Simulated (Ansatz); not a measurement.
A calculation with Ansatz (development build ahead of 0.2.0).

```yaml
crystal:
  periodic: [false, false, false]
  atoms:
    - { symbol: Mg, position_ang: [0.0, 0.0, -1.20475] }
    - { symbol: Cl, position_ang: [0.0, 0.0, 1.20475] }
basis:
  gaussian: { orbitals: def2-SVP }
magnetization:
  spin_polarized: true
  initial_magnetization: 1
hamiltonian:
  xc: hf
correlation:
  method: ccsd_t
  frozen_orbitals: { Cl: 5, Mg: 1 }
scf:
  omitted_lower_state_checks: [stability, starts, atomic_configurations, cluster_reference, orbital_swaps, given_window_search, neighbouring_geometries, increment]
```

The input is written out in the form of the current development build from the run's settings.

Output:

```json
{
  "Converged": "yes",
  "Reference energy": "-658.95604 hartree",
  "Correlation energy": "-0.16673 hartree",
  "Total energy": "-659.12277 hartree"
}
```
